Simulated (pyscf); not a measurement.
# Four-centre exchange: NH₃ (SMILES N) + H₂N–B(Cl)–Cl (SMILES NB(Cl)Cl) -> H₂N–B(Cl)–Cl (SMILES NB(Cl)Cl) + NH₃ (SMILES N)

Gas phase, singlet surface, charge 0. Bonds broken: N1–H8, B2–N7. Bonds formed: N1–B2, N7–H8. Optimised with ωB97X-D3(BJ)/def2-SVP in PySCF.

Transition state (Å):

```xyz
10

N     -1.1881     0.7960     0.9777
B     -1.1401    -0.2759    -0.1873
Cl    -0.9783    -1.9779     0.4706
Cl    -2.4988    -0.0251    -1.3901
H     -1.1380     0.4112     1.9198
H     -1.9562     1.4629     0.9187
N      0.2389     0.2658    -0.7460
H     -0.0885     0.9985     0.2917
H      1.0170    -0.3890    -0.6829
H      0.1982     0.6628    -1.6836
```

One imaginary mode, 1518i cm⁻¹; descent along it reached the two sides named, in the forms told below.

| bond | change | reactant side (Å) | saddle | product side |
|---|---|---|---|---|
| N1–H8 | breaks | 1.023 | 1.312 | 2.451 |
| B2–N7 | breaks | 1.475 | 1.583 | 1.677 |
| N1–B2 | forms | 1.677 | 1.584 | 1.475 |
| N7–H8 | forms | 2.451 | 1.312 | 1.023 |

Electronic energies relative to the separated reactants (eV):

```
level                   barrier  reaction energy  reverse barrier
----------------------  -------  ---------------  ---------------
ωB97X-D3(BJ)/def2-TZVP     0.49             0.00             0.49
PBE/def2-TZVP              0.43             0.00             0.43
r²SCAN/def2-TZVP           0.46             0.00             0.46
B3LYP-D3(BJ)/def2-TZVP     0.59             0.00             0.59
PBE0-D3(BJ)/def2-TZVP      0.37             0.00             0.37
M06-2X/def2-TZVP           0.44             0.00             0.44
ωB97M-D3(BJ)/def2-TZVP     0.51             0.00             0.51
HF/def2-TZVP               1.29             0.00             1.29
```

With ωB97M-D3(BJ)/def2-TZVP energies and thermal terms (ideal gas, 1 atm, RRHO with modes under 100 cm⁻¹ raised to 100, one conformer, R ln 2 for chiral ones without a mode under 150 cm⁻¹), in eV:

```
T (K)   ΔH‡   ΔG‡    ΔH    ΔG
-----  ----  ----  ----  ----
298    0.47  0.98  0.00  0.00
600    0.47  1.49  0.00  0.00
900    0.50  1.99  0.00  0.00
1200   0.53  2.49  0.00  0.00
```

On the reactant side the descent ends in an adduct with a B–N contact, 0.45 eV under the separated species and 0.93 eV under the saddle at ωB97X-D3(BJ)/def2-TZVP. On the product side the descent ends in an adduct with a B–N contact, 0.45 eV under the separated species and 0.93 eV under the saddle at ωB97X-D3(BJ)/def2-TZVP. What is counted as formed (B–N) is already present as a longer contact in the reactant adduct; forming that adduct is a step of its own. What is counted as broken (B–N) persists as a longer contact in the product adduct; parting that adduct is a step of its own. One saddle was located; it need not be the lowest between these sides.
